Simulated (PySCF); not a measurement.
**Dipole moment and polarisability of `[H]/P=C(/F)C=C`**

C3H4FP.
Structure used (GFN2-xTB), in Å, numbered top down from 1:
```
atom  x, y, z in Å
C1    -1.5560   -0.1524    0.0458
C2    -0.2733   -0.2114   -0.3153
C3     0.8003    0.3573    0.4501
F4     0.4262    0.9780    1.5921
P5     2.4593    0.3521    0.1144
H6    -1.8620    0.3373    0.9549
H7    -2.3318   -0.5914   -0.5560
H8     0.0279   -0.7049   -1.2294
H9     2.3229   -0.3586   -1.0818
```

Level: CAM-B3LYP/def2-SVPD (PySCF), static field, nuclei fixed, core orbitals frozen in the response. The polarisability tensor in these axes (au):

```
x   114.91   5.53  -4.71
y     5.53  47.02   4.98
z    -4.71   4.98  53.00
```

Task: What are the eigenvalues, a third of the trace, and Δα (Δα² = ½Σ(αi − αj)² over the three pairs)?

Result: Principal values 43.49, 55.79 and 115.65 au; mean 71.64 au = 10.62 Å³ = 11.81 × 10⁻⁴⁰ C²·m²/J; Δα = 66.87 au (93 % of the mean).

Task: What is the dipole moment, and where does it point?

Result: (-1.12, -1.02, -1.53) D, 2.15 D in size, pointing from the negative to the positive side. Measured along this direction, the outermost atoms are F4 at the negative end and H7 at the positive end.

Task: Find the Langevin capture rate constant for NO+ (29.998 u) meeting this molecule (90.003 u), k = 2.342 × 10⁻⁹ cm³/s × √(α in Å³ / reduced mass in u).

Result: The reduced mass is 22.50 u, so k = 1.61 × 10⁻⁹ cm³/s. The formula leaves out the permanent dipole, which adds to the capture rate.

Task: Sum over states: ᾱ = Σ f/ω², ω in Eh. What share falls to these 8 lowest TDDFT singlets (eV, f)? 4.59, 0.5297; 4.87, 0.0130; 5.88, 0.0029; 6.46, 0.0210; 6.65, 0.0003; 7.01, 0.0009; 7.16, 0.1182; 7.55, 0.0358.

Result: They add up to 21.67 au, 30.2 % of the 71.64 au; the largest single term is 18.64 au, from the state at 4.59 eV. Terms in order: 18.64, 0.40, 0.06, 0.37, 0.00, 0.01, 1.71, 0.47 au. Higher excitations give the rest. The strengths listed sum to 0.722.

Task: Give the principal axes and the span of the nuclei along them.

Result: Largest value along (0.99, 0.08, -0.07), where the nuclei span 4.79 Å; middle along (0.02, 0.50, 0.86), 3.29 Å; least along (-0.10, 0.86, -0.50), 0.01 Å. The response follows the extents in order.

Task: Give the eigenvalues of the traceless quadrupole moment Θ = ½Σq(3rr − r²1), origin at the centre of nuclear charge.

Result: -3.12, 0.07, 3.06 D·Å. The values depend on the origin, since the dipole doesn't vanish. The electronic extent ⟨r²⟩ about the same centre is 564 bohr², a root-mean-square distance of 1.85 Å for the 46 electrons.

Task: Estimate the molar refractivity from the static electronic polarisability.

Result: Lorentz–Lorenz: R = (4π/3)N_A α = 2.5225 cm³/(mol·Å³) × 10.62 Å³ = 26.8 cm³/mol, in the limit of long wavelengths.

Isolated species at its GFN2-xTB geometry (one conformer only).
